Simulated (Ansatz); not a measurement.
Below is the output of a Python script on the Python package of Ansatz (0.2.0) that makes a ladder of basis sets of ClFH₂Si, SMILES F[SiH2]Cl. Write a script that gives it. Level of theory (for the species named): MP2, cc-pVDZ basis, multiplicity 1. The script varies basis: cc-pVDZ, cc-pVTZ.

```xyz
5

F    -0.4693    0.1186    1.5419
Si    0.0652   -0.0766    0.0574
Cl   -1.0796    0.9779   -1.3120
H     0.0631   -1.5037   -0.2965
H     1.4705    0.4101   -0.0321
```

```console
$ python clfh2si_basis.py
INFO:clfh2si:cc-pVDZ          60 orbitals  reference    -849.142491 Ha  total    -849.561565 Ha
INFO:clfh2si:cc-pVTZ         126 orbitals  reference    -849.224902 Ha  total    -849.786434 Ha
INFO:clfh2si:correlation energy: -0.419074 and -0.561532 Ha, extrapolated -0.621515 Ha
INFO:clfh2si:share caught by the larger set: 90.3 %
```

One script that gives this output:

`clfh2si_basis.py`:
```python
"""Basis-set convergence for ClFH2Si."""

import logging
import sys
import warnings

import ansatz
from ase import Atoms

logging.basicConfig(stream=sys.stdout, format="%(levelname)s:%(name)s:%(message)s")
log = logging.getLogger("clfh2si")
log.setLevel(logging.INFO)

METHOD = "mp2"

warnings.simplefilter("ignore", ansatz.DeckWarning)

atoms = Atoms(["F", "Si", "Cl", "H", "H"], positions=[
    (-0.4693, 0.1186, 1.5419),
    (0.0652, -0.0766, 0.0574),
    (-1.0796, 0.9779, -1.312),
    (0.0631, -1.5037, -0.2965),
    (1.4705, 0.4101, -0.0321),
])
system = ansatz.Crystal.molecule_from_ase(atoms)

calculation = system.calculation().correlation(METHOD)

energies = {}
for basis in ["cc-pVDZ", "cc-pVTZ"]:
    data = calculation.basis(gaussian=basis).run(threads=1).report
    size = data["n_frozen"] + data["n_occupied"][0] + data["n_virtual"][0]
    energies[basis] = (data["reference_energy_ev"] / 27.211386246, data["free_energy_ev"] / 27.211386246)
    log.info(f"{basis:14s} {size:4d} orbitals  reference {energies[basis][0]:14.6f} Ha  total {energies[basis][1]:14.6f} Ha")

# correlation energy at the basis limit from E(X) = E + A / X^3
small, large = (energies[b][1] - energies[b][0] for b in ("cc-pVDZ", "cc-pVTZ"))
limit = (3 ** 3 * large - 2 ** 3 * small) / (3 ** 3 - 2 ** 3)
log.info(f"correlation energy: {small:.6f} and {large:.6f} Ha, extrapolated {limit:.6f} Ha")
log.info(f"share caught by the larger set: {100 * large / limit:.1f} %")
```

Against cc-pVDZ: cc-pVTZ -224.9 mHa. The last step alone is -224.87 mHa.

Reading the output:
- The drop along the ladder measures the basis error, and is no property of the molecule.
- The geometry is a force-field or estimated start, not a minimum of this method, and the last set is no limit. Much of the fall in a total is atomic energy, which cancels in bond and reaction energies.
- Inner cores stay frozen, so this is valence correlation.
- For Al to Cl the sets with a tight d function, cc-pV(X+d)Z, are usual.
- An extrapolation from small basis sets is rough.
- Wall time of the script: 2.5 s on 1 thread of Arm Neoverse V2, on a shared host, peak memory 0.24 GiB.
